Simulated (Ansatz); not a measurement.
Input file:

```yaml
crystal:
  periodic: [false, false, false]
  atoms:
    - {symbol: B, position_ang: [0.000000, 0.000000, -1.674700]}
    - {symbol: B, position_ang: [0.000000, 0.000000, -0.133200]}
    - {symbol: Ge, position_ang: [0.000000, 0.000000, 1.807900]}
basis:
  gaussian: {orbitals: def2-SVPD}
magnetization: {spin_polarized: false}
hamiltonian: {pseudopotentials: {relativity: none}}
correlation: {method: mp2, electrons: outside_noble_gas}
output: {forces: true}
```

```sh
$ ansatz run in.yaml --threads 1 --pin off --events-out ev --progress --plain --max-ram 2393MiB
```

The program prints:

```
766 factors; integrals over basis functions are off by at most 1.2e-3 eV
mean field evaluation 1: about -57798.0819 eV, gradient 1.7e1 eV
mean field evaluation 2: about -57798.1322 eV, gradient 1.7e1 eV
mean field evaluation 4: about -57799.4590 eV, gradient 4.6e0 eV
mean field evaluation 8: about -57800.0130 eV, gradient 4.0e-1 eV
mean field evaluation 16: about -57800.0177 eV, gradient 2.0e-3 eV
mean field evaluation 32: about -57801.3269 eV, gradient 8.6e-6 eV
mean field evaluation 64: about -57783.1558 eV, gradient 4.2e1 eV
mean field evaluation 96: about -57784.7720 eV, gradient 3.3e1 eV
mean field evaluation 128: about -57800.0177 eV, gradient 1.0e-3 eV
mean field evaluation 160: about -57800.0177 eV, gradient 1.0e-6 eV
mean field evaluation 192: about -57796.4613 eV, gradient 1.1e1 eV
mean field evaluation 224: about -57801.3214 eV, gradient 1.6e0 eV
mean field evaluation 256: about -57800.0177 eV, gradient 9.9e-6 eV
mean field -57801.32692426 eV, -2124.1595853200 hartree, gradient 3.6e-6 eV, S^2 0.000000; 7 other end points of the search recorded, 0 dependent functions left out; unrestricted orbitals would lower it
unrestricted determinant -57803.07931938 eV, -2124.2239846527 hartree, S^2 1.7013
16 core orbitals not correlated: weight in the atoms' cores, before any rotation towards them, 1.000 or more for the frozen orbitals, at most 0.000 for the correlated occupied ones
reference -57801.32692426 eV, -2124.1595853200 hartree; 5, 5 occupied and 57, 57 virtual orbitals, 766 factors
second order -5.10572457 eV of doubles, -0.00000000 eV of singles
the calculation of the forces begins
Total energy: -57806.43264883 eV, -2124.3472172370 hartree
Atom 0 at     0.000000     0.000000    -1.674700 Å, force     0.000000     0.000000    -4.686533 eV/Å
Atom 1 at     0.000000     0.000000    -0.133200 Å, force    -0.000000    -0.000000     3.493735 eV/Å
Atom 2 at     0.000000     0.000000     1.807900 Å, force     0.000000     0.000000     1.192798 eV/Å
Dipole moment:     0.000000     0.000000     1.019719 e Å
```

Forces (eV/Å):
```
B    0.000  0.000 -4.687
B    0.000  0.000  3.494
Ge   0.000  0.000  1.193
```

Ran on 1 thread of Arm Neoverse V2, shared host: 7.5 s wall, 0.15 GiB peak host memory.
